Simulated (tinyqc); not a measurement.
Worked calculation (part 2 of 2): coupled-perturbed Hartree-Fock on RHF in the sto-3g basis, for H2O, spin multiplicity 1. Computed by tinyqc, a small Python program that keeps every step (integrals from PySCF). Command: `OMP_NUM_THREADS=1 python tinyqc.py 23905 23906 out.jsonl` (the two numbers bound the seeds that draw the settings). One thread of a shared host (Intel(R) Xeon(R) Processor @ 2.60GHz), about 0.1 s of CPU time with the checks.

Geometry (angstrom):
```
atom         x          y         z
O     0.000000   0.000000  0.000000
H     0.000000   0.924000  0.709000
H     0.000000  -0.891000  0.683000
```

## Coupled polarisability

Repeat until U stops changing; compare with -d2E/dF2.

Course of the coupled iterations:
```
step  alpha (bohr^3)
0           6.477907
1           8.316605
2           8.850905
3           9.007728
4           9.054463
5           9.068516
6           9.072795
7           9.074112
8           9.074523
9           9.074653
10          9.074695
11          9.074708
12          9.074713
13          9.074715
14          9.074715
15          9.074716
16          9.074716
17          9.074716
18          9.074716
19          9.074716
20          9.074716
```

coupled polarisability = 9.074716 bohr^3

finite-field check, fields of +/-0.001 au = 9.074708 bohr^3
